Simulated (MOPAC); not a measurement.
MOPAC input (PM3):

```
PM3 1SCF UHF MS=0.5 GEO-OK AUX(PRECISION=9) THREADS=1
NO

N    -0.00000000 1   -0.00000000 1   -0.61062678 1
O     0.00000000 1    0.00000000 1    0.53429844 1
```

Output:

```
 *******************************************************************************
 **                                                                           **
 **                              MOPAC v23.2.5                                **
 **                                                                           **
 *******************************************************************************
 ** MOPAC's Digital Object Identifier: https://doi.org/10.5281/zenodo.6511958 **
 **                                                                           **
 ** Please cite the open-source release paper for use of this MOPAC version:  **
 ** J. E. Moussa and J. J. P. Stewart (2026)                                  **
 ** MOPAC: An open-source semiempirical molecular orbital program             **
 ** J. Open Source Softw., 11(119), 8025, https://doi.org/10.21105/joss.08025 **
 *******************************************************************************

                              PM3 CALCULATION RESULTS

 *******************************************************************************
 *  PM3        - The PM3 Hamiltonian to be used
 *  GEO-OK     - OVERRIDE INTERATOMIC DISTANCE AND OTHER SAFETY CHECKS
 *  UHF        - UNRESTRICTED HARTREE-FOCK CALCULATION
 *  MS=        - IN MECI, MAGNETIC COMPONENT OF SPIN =  0.5
 *  1SCF       - DO 1 SCF AND THEN STOP
 *  AUX        - OUTPUT AUXILIARY INFORMATION
 *******************************************************************************
PM3 1SCF UHF MS=0.5 GEO-OK AUX(PRECISION=9) THREADS=1
 NO

   ATOM   CHEMICAL          X               Y               Z
  NUMBER   SYMBOL      (ANGSTROMS)     (ANGSTROMS)     (ANGSTROMS)

     1       N         -0.00000000  *  -0.00000000  *  -0.61062678  *
     2       O          0.00000000  *   0.00000000  *   0.53429844  *

          CARTESIAN COORDINATES

    NO.       ATOM           X           Y           Z

     1         N         -0.0000     -0.0000     -0.6106
     2         O          0.0000      0.0000      0.5343

  N: (PM3): J. J. P. STEWART, J. COMP. CHEM. 10, 209 (1989).
  O: (PM3): J. J. P. STEWART, J. COMP. CHEM. 10, 209 (1989).

           Empirical Formula: N O  =     2 atoms

      MOLECULAR POINT GROUP   :   C*v

          UHF CALCULATION, NO. OF ALPHA ELECTRONS =    6
                           NO. OF BETA  ELECTRONS =    5

 -------------------------------------------------------------------------------
 PM3 1SCF UHF MS=0.5 GEO-OK AUX(PRECISION=9) THREADS=1
 NO

     1SCF WAS SPECIFIED, SO BFGS WAS NOT USED
     SCF FIELD WAS ACHIEVED

                              PM3 CALCULATION
                                                       MOPAC v23.2.5 Linux

          FINAL HEAT OF FORMATION =         15.20338 KCAL/MOL =      63.61093 KJ/MOL

          COSMO AREA              =         52.57 SQUARE ANGSTROMS
          COSMO VOLUME            =         34.67 CUBIC ANGSTROMS

          IONIZATION POTENTIAL    =         10.115598 EV
          ALPHA SOMO LUMO (EV)    =        -10.116 -0.406
          BETA  SOMO LUMO (EV)    =        -13.926 -0.104
          NO. OF ALPHA ELECTRONS  =          6
          NO. OF BETA  ELECTRONS  =          5
          MOLECULAR WEIGHT        =         30.0061         POINT GROUP:  C*v

          MOLECULAR DIMENSIONS (Angstroms)

            Atom       Atom       Distance
            O     2    N     1     1.14493
            O     2    N     1     0.00000
            N     1    O     2     0.00000

          SCF CALCULATIONS        =          1

   ATOM   CHEMICAL          X               Y               Z
  NUMBER   SYMBOL      (ANGSTROMS)     (ANGSTROMS)     (ANGSTROMS)

     1       N         -0.00000000  *  -0.00000000  *  -0.61062678  *
     2       O          0.00000000  *   0.00000000  *   0.53429844  *

                             CARTESIAN COORDINATES

   1    N       -0.000000000    -0.000000000    -0.610626780
   2    O        0.000000000     0.000000000     0.534298440

           Empirical Formula: N O  =     2 atoms

      MOLECULAR POINT GROUP   :   C*v

          ALPHA EIGENVALUES
 -38.38246 -22.45690 -17.70410 -16.63443 -14.46480 -10.11560  -0.40585   5.87862

           BETA EIGENVALUES
 -38.23445 -22.08814 -16.43318 -15.92312 -13.92555  -0.10408   0.48013   6.31068

              NET ATOMIC CHARGES AND DIPOLE CONTRIBUTIONS

  ATOM NO.   TYPE          CHARGE      No. of ELECS.   s-Pop       p-Pop
    1          N           0.061754        4.9382     1.80467     3.13358
    2          O          -0.061754        6.0618     1.88472     4.17703
 DIPOLE           X         Y         Z       TOTAL
 POINT-CHG.     0.000     0.000    -0.340     0.340
 HYBRID        -0.000    -0.000     0.754     0.754
 SUM           -0.000    -0.000     0.415     0.415

          ATOMIC ORBITAL ELECTRON POPULATIONS

     Atom    s        px        py        pz
    1  N   1.80467   1.32599   0.69025   1.11733
    2  O   1.88472   1.67401   1.30975   1.19327

                    (SZ)    =    0.500000
                    (S**2)  =    0.750369

          ATOMIC ORBITAL SPIN POPULATIONS

    Atom   Total    s     px     py     pz
         Atomic
    1  N  0.6891  0.008  0.674  0.013 -0.006
    2  O  0.3109  0.001  0.326 -0.013 -0.003

 **********************
 *                    *
 * JOB ENDED NORMALLY *
 *                    *
 **********************

 == MOPAC DONE ==
```
